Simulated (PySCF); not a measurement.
Gas-phase reaction: 4 AlHCl2 + 2 Cl2 + 2 H2O + O2 ⇌ 4 AlCl3.H2O

Computed with PySCF and rigid-rotor harmonic-oscillator thermochemistry at 1 bar. † marks an energy on the PBE0/def2-TZVP geometry and frequencies; other levels use their own. CCSD(T) freezes the core. Open shells (unrestricted): O2 (multiplicity 3); the rest are closed-shell singlets. Adducts (AlCl3.H2O) have no counterpoise correction, and HF, PBE, BLYP, B3LYP and PBE0 lack dispersion. AlHCl2, AlCl3.H2O: computed as isolated molecules; such fragments, hydroxides, amides, oligomers or adducts are transient or little studied in the gas. CCSD(T) isn't extrapolated to the basis-set limit; its ΔH°(298 K) is -1868.9 kJ in def2-SVP and -1826.9 kJ in def2-TZVPP. The harmonic model lacks anharmonicity and excited electronic states, which grow with temperature; levels with a mode under 35 cm⁻¹ are left out. Soft modes under 120 cm⁻¹ make the harmonic entropy rough for AlCl3.H2O.

```json
[
 {"level": "CCSD(T)/def2-SVP†", "ΔE electronic, kJ": "-1946", "ΔH°(298 K), kJ": "-1869", "ΔS°(298 K), J/K": "-673", "ΔG°(1800 K), kJ": "-744"},
 {"level": "M06-2X/def2-TZVP†", "ΔE electronic, kJ": "-1953", "ΔH°(298 K), kJ": "-1876", "ΔS°(298 K), J/K": "-673", "ΔG°(1800 K), kJ": "-751"},
 {"level": "PBE/def2-SVP", "ΔE electronic, kJ": "-1873", "ΔH°(298 K), kJ": "-1799", "ΔS°(298 K), J/K": "-687", "ΔG°(1800 K), kJ": "-646"},
 {"level": "PBE/def2-TZVP†", "ΔE electronic, kJ": "-1749", "ΔH°(298 K), kJ": "-1672", "ΔS°(298 K), J/K": "-673", "ΔG°(1800 K), kJ": "-547"},
 {"level": "ωB97M-V/def2-TZVP†", "ΔE electronic, kJ": "-1900", "ΔH°(298 K), kJ": "-1823", "ΔS°(298 K), J/K": "-673", "ΔG°(1800 K), kJ": "-698"}
]
```
ΔH° is lowest at M06-2X/def2-TZVP† and highest at PBE/def2-TZVP†. No reference value is set beside these.
